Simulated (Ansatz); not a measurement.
Cost and result for the atomization energy of C2H4FNO, SMILES `N/C=C(\O)F` (9 atoms, 8 bonds).

```xyz
9

N     0.604   -1.380   -0.085
C     0.657   -0.051    0.348
C    -0.301    0.840    0.141
O    -1.371    0.649   -0.653
F    -0.264    2.060    0.701
H    -0.140   -1.535   -0.750
H     1.480   -1.699   -0.472
H     1.512    0.241    0.943
H    -2.177    0.874   -0.173
```

The species carries charge 0 and has multiplicity 1. The geometry is a stationary point of PBE0-D4/def2-TZVP. It is one conformer, not always the lowest. Program: Ansatz. All runs use 4 threads of a server CPU on a shared host. Times are those of one run each, without the atoms' runs, and a repeat can differ threefold. Electronic energies, without spin–orbit coupling; frozen cores. CCSD(T)/CBS adds CCSD(T) − MP2 in def2-TZVPP to the MP2 limit, and its time is that of the two runs behind it. T1 = 0.012. B3LYP takes the VWN-RPA correlation (the form of Gaussian; ORCA's B3LYP/G). HSE06 is the plane-wave form, built on full-range PBE exchange.

CCSD(T)/CBS is a level of theory with its own doubt, some kJ/mol a heavy atom from the limit and from the frozen cores, so smaller differences don't rank the functionals.

```csv
level,functions,atomization (kcal/mol),difference from CCSD(T)/CBS,per bond
B97M-V/def2-TZVPP,211,846.9,0.2,0.0
B3LYP-D4/def2-TZVPP (with forces),211,849.6,2.9,0.4
MP2/def2-QZVPP,405,860.0,13.3,1.7
CCSD(T)/CBS(def2),–,846.7,0.0,0.0
LDA (SPW92)/def2-TZVPP,211,1012.5,165.8,20.7
BLYP-D4/def2-TZVPP,211,858.3,11.6,1.5
PBE-D4/def2-TZVPP (with forces),211,885.1,38.4,4.8
CCSD(T)/def2-SVP,90,796.2,-50.5,-6.3
HSE06-D4/def2-TZVPP,211,855.4,8.7,1.1
ωB97X-V/def2-TZVPP,211,849.9,3.2,0.4
PBE-QIDH/def2-TZVPP,211,839.5,-7.2,-0.9
PBE0-D4/def2-TZVPP,211,854.4,7.7,1.0
CCSD(T)/def2-TZVPP,211,819.8,-26.9,-3.4
```

Task: Order the runs by time, with rough figures. (An estimate is asked.)

Result: Computed: LDA (SPW92)/def2-TZVPP 0.8 s; PBE-D4/def2-TZVPP (with forces) 1.6 s; PBE0-D4/def2-TZVPP 1.6 s; BLYP-D4/def2-TZVPP 1.7 s; HSE06-D4/def2-TZVPP 1.8 s; B3LYP-D4/def2-TZVPP (with forces) 2.2 s; CCSD(T)/def2-SVP 2.8 s; PBE-QIDH/def2-TZVPP 3.1 s; ωB97X-V/def2-TZVPP 4.5 s; B97M-V/def2-TZVPP 6 s; MP2/def2-QZVPP 12 s; CCSD(T)/def2-TZVPP 69 s; CCSD(T)/CBS(def2) 81 s.

From r2SCAN to r2SCAN0 (25 % exact exchange), in def2-TZVPP and without D4, the atomization energy moves by −23.2 kcal/mol: exact exchange takes away binding that semilocal exchange gives to molecules. The D4 term adds +5.0 kcal/mol with B3LYP and +2.6 kcal/mol with PBE0; it sums over pairs of atoms, weighted by their polarisabilities, and B3LYP, whose exchange is more repulsive, gets the larger term. In def2-TZVPP, CCSD(T) changes the Hartree–Fock value by +256.7 kcal/mol (the triples alone add +17.4 kcal/mol) and MP2 by +281.0 kcal/mol; breaking electron pairs costs correlation energy, which Hartree–Fock lacks.
